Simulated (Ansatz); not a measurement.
PS2 was relaxed with PBE-D4 (def2-TZVP) in Ansatz in these states: neutral doublet, neutral quartet. The geometries follow in no particular order.

A:

```xyz
3

P    -0.298    0.630   -0.432
S    -0.754    0.128    1.484
S     1.052   -0.758   -1.052
```

B:

```xyz
3

P    -0.388   -0.238    0.266
S     0.875    0.710    1.388
S    -0.487   -0.473   -1.654
```

Problem. Judge from the bond lengths which geometry belongs to which state (an estimate).

Solution. A is the neutral quartet (P1–S3 2.033 Å, P1–S2 2.033 Å); B is the neutral doublet (P1–S3 1.937 Å, P1–S2 1.937 Å).
